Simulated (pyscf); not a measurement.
Elementary routes open to H₂C=NH (SMILES C=N) + CH₃• (SMILES [CH3]) in the gas phase (doublet surface):
A. H₃C–CH₂–NH• (SMILES CC[NH]) (none broken; C–C formed)
B. •H₂C–NH–CH₃ (SMILES [CH2]NC) (none broken; C–N formed)

Single points on ωB97X-D3(BJ)/def2-SVP structures (PySCF, gas phase). MP2 and CC: frozen core, UHF for open shells. ΔMP2 is the change of the MP2 total energy from the triple- to the quadruple-zeta basis.

Q: Rank the routes by free-energy barrier at 1200 K, lowest first, for CCSD(T)/def2-TZVPP + ΔMP2(QZVPP) energies (ideal gas, 1 atm, RRHO with modes under 100 cm⁻¹ raised to 100, one conformer, R ln 2 for rigid chiral ones).

A: A (1.97 eV), B (2.14 eV)

Route A is the fastest of these, ahead of the next by 0.18 eV. The most stable products are those of A (ΔG = +0.90 eV), so kinetics and thermodynamics agree. At 298 K A is still the fastest. Only these routes are compared; each barrier is that of the saddle found, and lower ones may exist. The CCSD(T) − MP2 part came from Ansatz, without density fitting, on the same reference. A UHF reference is spin-contaminated (<S²> up to 1.00), which harms MP2 most.
